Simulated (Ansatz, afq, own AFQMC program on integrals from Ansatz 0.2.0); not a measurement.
CHSi, quartet: AFQMC among the cluster methods

```xyz
3

Si    0.0000    0.2462    0.5468
C     0.0000   -0.6073   -1.1424
H     0.0000    0.3775   -1.6228
```

Connectivity, by distances: Si–CH.

Basis cc-pVDZ. Only valence electrons are correlated. Integrals, coupled cluster, full CI and functionals: Ansatz 0.2.0; the random walks run on the same integrals in our own AFQMC program. ph-AFQMC/CISD is guided by a CISD state made of CCSD amplitudes; releasing the constraint for a short imaginary time cuts its bias at the price of noise, slowly where states lie close. Error bars are statistical, one sigma.

Determinant: UHF, the one that the program's search chose, which needn't be the lowest solution. The geometry is a point of a scan.

No full CI on the walks' own integrals is used here; CCSDT(Q) serves as the reference and is uncertain by about the last step of the cluster series.

Cautions: lower spins were not checked; higher spins were not checked; raised T1 diagnostic (T1 0.049, weight of the determinant 0.85, largest double 0.07).

```
T1 diagnostic                               : 0.0486
weight of the determinant in the CISD state : 0.845
⟨S²⟩ of the determinant                     : 3.770
size of the correlated space                : 9 electrons in 31 orbitals
```

Reference: CCSDT(Q), correlation energy -5.299 eV. The released energy is read at 2.40 1/Eh (meV from the phaseless value at times in 1/Eh: -19 ± 18 at 0.24, -16 ± 13 at 0.51, -33 ± 14 at 0.99, -10 ± 16 at 1.62, -29 ± 19 at 2.40).

| level | E − E(reference) (meV) | share of correlation (%) |
| --- | --- | --- |
| HF | 5298.8 | 0.00 |
| MP2 | 1272.8 | 75.98 |
| CCSD | 248.4 | 95.31 |
| CCSD(T) | 67.7 | 98.72 |
| CCSDT | 14.9 | 99.72 |
| ph-AFQMC/CISD | 18.5 ± 10.1 | 99.65 |
| released AFQMC | -10.7 ± 18.7 | 100.20 |

A walk keeps the symmetry of its determinant, which the program's search chose and which needn't be the lowest solution, so a lower state of the same spin and another symmetry isn't excluded. Released energies are given only where the last usable release times agree within the noise; a slower fall can still hide under it.
